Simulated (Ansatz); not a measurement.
Input file:

```yaml
crystal:
  periodic: [false, false, false]
  atoms:
    - {symbol: Al, position_ang: [-1.085586, 0.000000, 0.000000]}
    - {symbol: H, position_ang: [-1.878510, 1.373384, 0.000000]}
    - {symbol: H, position_ang: [-1.878510, -1.373384, 0.000000]}
    - {symbol: H, position_ang: [0.389414, 0.000000, 0.000000]}
    - {symbol: F, position_ang: [1.720414, 0.000000, 0.000000]}
basis:
  gaussian: {orbitals: cc-pVDZ}
magnetization: {spin_polarized: true, initial_magnetization: 1}
hamiltonian: {xc: {name: PBE0}}
correlation: {method: bccd, electrons: outside_noble_gas, diis_vectors: 4}
output: {forces: true}
```

```sh
$ ansatz run in.yaml --threads 1 --pin off --events-out ev --progress --plain --max-ram 2393MiB
```

Question: Roughly how long does this take on 1 thread of Arm Neoverse V1, shared host, and how much host memory?

Answer: 9 s wall and 0.19 GiB.

```
435 factors; integrals over basis functions are off by at most 1.1e-3 eV
mean field evaluation 1: about -9351.4125 eV, gradient 2.1e1 eV
mean field evaluation 2: about -9351.4476 eV, gradient 2.1e1 eV
mean field evaluation 4: about -9353.2826 eV, gradient 1.5e0 eV
mean field evaluation 8: about -9353.3252 eV, gradient 7.3e-2 eV
mean field evaluation 16: about -9353.3252 eV, gradient 6.4e-5 eV
mean field evaluation 32: about -9328.1903 eV, gradient 3.4e1 eV
mean field -9353.32521262 eV, -343.7283616522 hartree, gradient 7.4e-6 eV, S^2 0.755012; 0 other end points of the search recorded, 0 dependent functions left out
6 core orbitals not correlated: weight in the atoms' cores, before any rotation towards them, 1.000 or more for the frozen orbitals, at most 0.000 for the correlated occupied ones
reference -9332.45747572 eV, -342.9614864658 hartree; 7, 6 occupied and 34, 35 virtual orbitals, 435 factors
second order -7.38733968 eV of doubles, -0.23257811 eV of singles
cycle   1  -7.83046444 eV  change   -2.1e-1 eV  update   7.0e-2
cycle   2  -8.03432339 eV  change   -2.0e-1 eV  update   2.7e-2
cycle   3  -8.11358693 eV  change   -7.9e-2 eV  update   1.1e-2
cycle   4  -8.11767740 eV  change   -4.1e-3 eV  update   3.1e-3
cycle   5  -8.11770499 eV  change   -2.8e-5 eV  update   1.6e-3
cycle   6  -8.11783852 eV  change   -1.3e-4 eV  update   5.5e-4
cycle   7  -8.11750321 eV  change    3.4e-4 eV  update   2.6e-4
cycle   8  -8.11756110 eV  change   -5.8e-5 eV  update   1.3e-4
cycle   9  -8.11753609 eV  change    2.5e-5 eV  update   6.6e-5
cycle  10  -8.11757049 eV  change   -3.4e-5 eV  update   3.1e-5
cycle  11  -8.11758296 eV  change   -1.2e-5 eV  update   1.7e-5
cycle  12  -8.11759313 eV  change   -1.0e-5 eV  update   9.3e-6
cycle  13  -8.11759590 eV  change   -2.8e-6 eV  update   3.8e-6
cycle  14  -8.11759548 eV  change    4.2e-7 eV  update   1.7e-6
cycle  15  -8.11759530 eV  change    1.7e-7 eV  update   7.2e-7
the calculation of the forces begins
Total energy: -9340.57507102 eV, -343.2598025909 hartree
Atom 0 at    -1.085586     0.000000     0.000000 Å, force    -3.339178     0.000000     0.000000 eV/Å
Atom 1 at    -1.878510     1.373384     0.000000 Å, force     0.099337     0.064075     0.000000 eV/Å
Atom 2 at    -1.878510    -1.373384     0.000000 Å, force     0.099337    -0.064075     0.000000 eV/Å
Atom 3 at     0.389414     0.000000     0.000000 Å, force     3.927382    -0.000000    -0.000000 eV/Å
Atom 4 at     1.720414     0.000000     0.000000 Å, force    -0.786879     0.000000    -0.000000 eV/Å
Dipole moment:    -0.414710     0.000000    -0.000000 e Å
```

Forces (eV/Å):
```
Al  -3.339  0.000  0.000
H    0.099  0.064  0.000
H    0.099 -0.064  0.000
H    3.927  0.000  0.000
F   -0.787  0.000  0.000
```
